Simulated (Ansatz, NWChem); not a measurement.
**Heat of formation of CS (carbon monosulfide) from total energies**

The species is CS (2 atoms), meant as a singlet with charge 0. SMILES: `[C-]#[S+]`. The bond length is the measured one.

| atom | x (Å) | y (Å) | z (Å) |
| --- | --- | --- | --- |
| C | 0.0000 | 0.0000 | 0.0000 |
| S | 0.0000 | 0.0000 | 1.5349 |

Total energies at CR-CCSD(T)/cc-pVTZ, 6 core orbitals frozen (NWChem 7.3.0); the atoms run unrestricted:

```
species    state  energy (Eh)
     CS  singlet  -435.687886
      C  triplet   -37.780643
      S  triplet  -397.652840
```

Harmonic wavenumbers at wB97M-V/def2-TZVPD, in cm⁻¹: 1356.

Measured heats of formation of the gaseous atoms at 298.15 K, in kJ/mol: C 716.9, S 277.0. Spin-orbit lowering of the atoms at 298 K (mean of the ground term's levels less their thermal mean, from spectra), in kJ/mol: C 0.02, S 1.88. Take 1 Eh = 2625.50 kJ/mol, 1 cm⁻¹ = 0.0119627 kJ/mol, RT = 2.479 kJ/mol.

Question: What heat of formation follows?

Answer: 
1. Electronic atomisation energy: (-37.780643) + (-397.652840) − (-435.687886) = 0.254403 Eh = 667.9 kJ/mol.
2. Zero-point energy: half the sum of the wavenumbers, 678 cm⁻¹ = 8.1 kJ/mol.
3. Thermal vibrational enthalpy, Σ hcν̃/(exp(hcν̃/kT) − 1): 0.0 kJ/mol. Translation, rotation and pV of a linear molecule: 3.5 RT = 8.7 kJ/mol.
4. The 2 free atoms carry 5/2 RT each: 12.4 kJ/mol.
5. Spin-orbit coupling lowers the free atoms by 0.02 + 1.88 = 1.9 kJ/mol.
6. Atomisation enthalpy at 298 K: 667.9 − 1.9 − 8.1 − 0.0 − 8.7 + 12.4 = 661.6 kJ/mol.
7. Sum of the atoms' heats of formation: 993.9 kJ/mol. Heat of formation: 993.9 − 661.6 = +332.3 kJ/mol.

The tabulated value is +280.3 kJ/mol (NIST-JANAF tables), so this level is off by +52.0 kJ/mol, or 7.3 % of the atomisation enthalpy. Coupled cluster needs large bases for atomisation: in a finite one the molecule is underbound. Anharmonicity and any spin-orbit splitting of the molecule are left out, and so is core correlation.
